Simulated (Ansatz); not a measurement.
# CH5SSi: the cost of one run

Computed with Ansatz 0.2.0. Level: RKS PBE0-D4/def2-SVPD.

1 further run of the same task is left out (set aside as unsound or not needed).

## (1) The starting structure

SMILES `[CH2-]S[SiH3]`, 8 atoms, charge -1, spin multiplicity 1.

Atoms are counted from 1 here; the program's logs count them from 0.

Bond lengths: C1–S2 1.771 Å, C1–H4 1.111 Å, C1–H5 1.111 Å, S2–Si3 2.214 Å, Si3–H6 1.521 Å, Si3–H7 1.543 Å, Si3–H8 1.521 Å. Angles: S2–C1–H4 112.8°, S2–C1–H5 112.8°, H4–C1–H5 111.0°, C1–S2–Si3 106.8°, S2–Si3–H6 111.0°, S2–Si3–H7 120.2°, S2–Si3–H8 111.0°, H6–Si3–H7 104.5°, H6–Si3–H8 104.2°, H7–Si3–H8 104.5°.

Geometry (Å):

```xyz
8

C    -0.9691    0.7223   -1.5413
S    -0.8825   -0.8714   -0.7737
Si    0.5106   -0.6846    0.9373
H     0.0050    1.0508   -1.9633
H    -1.3954    1.5003   -0.8720
H     0.0407    0.3888    1.9074
H     0.8137   -1.9062    1.8292
H     1.8769   -0.2000    0.4766
```

## (2) Relaxation

input.yaml reads:

```yaml
crystal:
  periodic: [false, false, false]
  atoms:
    - { symbol: C, position_ang: [-0.969085, 0.722311, -1.541311] }
    - { symbol: S, position_ang: [-0.882483, -0.871448, -0.773727] }
    - { symbol: Si, position_ang: [0.510577, -0.684583, 0.937311] }
    - { symbol: H, position_ang: [0.005045, 1.050798, -1.963333] }
    - { symbol: H, position_ang: [-1.395446, 1.500284, -0.872044] }
    - { symbol: H, position_ang: [0.040684, 0.388837, 1.907386] }
    - { symbol: H, position_ang: [0.813748, -1.90619, 1.82916] }
    - { symbol: H, position_ang: [1.87695, -0.200019, 0.476569] }
total_charge: -1
basis:
  gaussian: { orbitals: def2-SVPD }
hamiltonian:
  xc: pbe0
  dispersion: d4
output:
  forces: true
relax:
  f_tol: 0.003
  max_steps: 120
```

Command:

```sh
> ansatz run input.yaml --threads 1 --pin off --max-ram 2560MiB --backend cpu --events-out ev --progress --plain --runs-dir out
```

What time and memory should one allow on 1 thread of Arm Neoverse V1, shared host?

About 40 s, with a peak of 0.23 GiB.
